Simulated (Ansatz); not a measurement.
C₂H₆N₂ (`C=C(N)N`). The species carries charge 0 and has multiplicity 1.

```tsv
atom	x (Å)	y (Å)	z (Å)
C1	-0.170	-0.865	-1.013
C2	0.000	-0.002	-0.003
N3	1.084	0.860	0.120
N4	-0.886	0.147	1.060
H5	0.620	-1.046	-1.729
H6	-1.101	-1.401	-1.137
H7	1.477	0.873	1.050
H8	1.792	0.717	-0.583
H9	-1.087	1.114	1.275
H10	-1.728	-0.396	0.959
```

Question: List the harmonic frequencies (cm⁻¹, unscaled) at PBE0-D4/def2-TZVP in Ansatz. (Best estimate.)

Answer: Computed: 366, 371, 466, 478, 571, 628, 720, 760, 771, 945, 987, 1141, 1171, 1431, 1442, 1632, 1636, 1740, 3183, 3272, 3560, 3563, 3673, 3673.

Question: Is this a minimum?

Answer: Yes, all 24 modes are real.

Question: Give the ideal-gas thermochemistry at 298.15 K and 1 bar (rigid rotor, harmonic oscillator; point group C2, symmetry number 2).

Answer: Zero-point energy 228.4 kJ/mol; H(298) − E = 243.3 kJ/mol; entropy 277.7 J/(mol·K), of which translation 159.5, rotation 94.5, vibration 23.7; G(298) − E = 160.5 kJ/mol.

Question: Rotational constants (cm⁻¹)?

Answer: 0.3365, 0.3285, 0.1691.
